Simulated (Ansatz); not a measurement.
Fe2Rh: from a trial structure to a relaxed crystal

Computed with DFT r2SCAN, scalar-relativistic, plane waves, PAW (Ansatz 0.2.0). Cutoff 500 eV, Γ-centred k mesh, Gaussian smearing, collinear spin, first started from parallel moments.

Fe2Rh was placed on the cubic Laves (C15) structure type (Fd-3m, No. 227), with Rh in place of Mg, Fe in place of Cu, at a guessed volume.

```yaml
crystal:
  lattice:
    - [0.00000, 3.26813, 3.26813]
    - [3.26813, 0.00000, 3.26813]
    - [3.26813, 3.26813, 0.00000]
  atoms:
    - { symbol: Fe, position: [0.62500, 0.62500, 0.62500] }
    - { symbol: Fe, position: [0.12500, 0.62500, 0.62500] }
    - { symbol: Fe, position: [0.62500, 0.62500, 0.12500] }
    - { symbol: Fe, position: [0.62500, 0.12500, 0.62500] }
    - { symbol: Rh, position: [0.00000, 0.00000, 0.00000] }
    - { symbol: Rh, position: [0.25000, 0.25000, 0.25000] }
```

Cell and atoms relax at zero pressure; the relaxation can't lower the symmetry of the start. After a coarse first stage the cell is made exact in the group found at 0.06 Å.

Energies over the elements count from the elements' standard structures at the same level, with no empirical corrections.

(1) Describe the relaxed structure.

(2) What are its volume, energy, gap and moment?

Results:

(1) It keeps Fd-3m (No. 227). The result has the cubic Laves (C15) structure. Conventional cell: a = 6.732 Å. Around Fe lie 6 Fe at 2.38 Å and 6 Rh at 2.79 Å; Rh is coordinated by 12 Fe at 2.79 Å and 4 Rh at 2.92 Å.

```cif
data_structure
_symmetry_space_group_name_H-M 'Fd-3m:1'
_symmetry_Int_Tables_number 227
_cell_length_a 6.7324
_cell_length_b 6.7324
_cell_length_c 6.7324
_cell_angle_alpha 90.000
_cell_angle_beta 90.000
_cell_angle_gamma 90.000
_cell_volume 305.14
loop_
_atom_site_label
_atom_site_type_symbol
_atom_site_symmetry_multiplicity
_atom_site_Wyckoff_symbol
_atom_site_fract_x
_atom_site_fract_y
_atom_site_fract_z
_atom_site_occupancy
Fe1 Fe 16 c 0.12500 0.12500 0.12500 1
Rh1 Rh 8 b 0.00000 0.00000 0.50000 1
```

(2) The volume per atom is 12.71 Å³ and the density is 9.34 g/cm³. The energy over the elements is 0.02 eV/atom and the gap on the 10×10×10 mesh is 0 eV (a metal). The net moment per atom is 2.15 μB and the largest site moment is 2.92 μB.

The final run used a 10×10×10 mesh on its 6-atom cell and 0.10 eV smearing. The k mesh leaves about 4 meV/atom of noise in metals. The magnetic state reached may not be the lowest. Symmetry constrained the relaxation, so the result can be a saddle point. The steps took roughly 4 core-minutes in all.